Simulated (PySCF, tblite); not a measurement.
# C₄H₅Cl₂ radical: geometry, infrared bands and EPR parameters

Wanted: the infrared bands and EPR parameters of C₄H₅Cl₂ radical (`ClC/[C]=C\CCl`), by calculation.

Programs: tblite 0.8.0 and PySCF 2.14.0, with density-fitted response routines of our own. Each step states its level of theory. These are calculated values for one molecule in the gas phase, unless marked as measured. Atoms are numbered from 0 throughout.

### 1 Starting geometry

11 atoms, charge 0, multiplicity 2; geometry from: force field or distance geometry start.

Bonds of the start (Å): Cl0–C1 1.78, C1–C2 1.45, C2–C3 1.31, C3–C4 1.49, C4–Cl5 1.78, C1–H6 1.09, C1–H7 1.11, C3–H8 1.09, C4–H9 1.10, C4–H10 1.09.

### 2 Relaxing the molecule with GFN2-xTB

What the job is given:

```
{"job": {"kind": "relax", "xc": "GFN2-xTB", "basis": "xTB"}, "charge": 0, "multiplicity": 2}
Cl     2.224000    -1.476600    -0.959400
C      2.023200     0.085900    -0.134700
C      0.637500     0.215600     0.283200
C     -0.625500     0.338800     0.613600
C     -1.771200    -0.267700    -0.121100
Cl    -2.865100     1.024900    -0.678200
H      2.327000     0.879400    -0.817000
H      2.704000     0.093800     0.743200
H     -0.861700     0.874000     1.531100
H     -1.443800    -0.825900    -1.004900
H     -2.342700    -0.939600     0.518100
```

Launch:

```
$ OMP_NUM_THREADS=1 python probes_run.py task.json out
```

One launch serves the whole session: the jobs run in the order shown.

**Question.** This job is followed by: GFN2-xTB harmonic vibrations, gas phase; UKS B3LYP, pcH-1 on C Cl H, non-relativistic, mean-field spin-orbit, GIAO. What will the session give for the following? strongest single infrared mode (GFN2-xTB); zero-point energy (GFN2-xTB); g(iso) (B3LYP); ⟨S²⟩; largest a(iso) (averaged by class); potential on the surface of density 0.002 e/bohr³, 1st and 99th percentile.

The runs gave:

| quantity | value |
| --- | --- |
| strongest single infrared mode (GFN2-xTB) | 390 cm⁻¹, 52 km/mol |
| zero-point energy (GFN2-xTB) | 46.5 kcal/mol |
| g(iso) (B3LYP) | 2.00444 |
| ⟨S²⟩ | 0.760 (exact 0.75) |
| largest a(iso) (averaged by class) | 13C on C2, 157.1 MHz |
| potential on the surface of density 0.002 e/bohr³, 1st and 99th percentile | -0.73 V and 1.39 V |

**Reading.** The optimisation took 62 steps and gained 0.305 eV; among the close pairs (by a distance rule), Cl0–C1 changed most, from 1.778 to 1.920 Å. No mode is imaginary among the 27: a minimum at this level. The strongest single mode, at 390 cm⁻¹, moves mainly C1. Unscaled tight-binding wavenumbers are off by several per cent, some by more. Its intensities can rank the bands wrongly. Most of the unpaired spin sits on C2 (0.88 e). The isotropic g lies 2.1 ppt above the free-electron value.
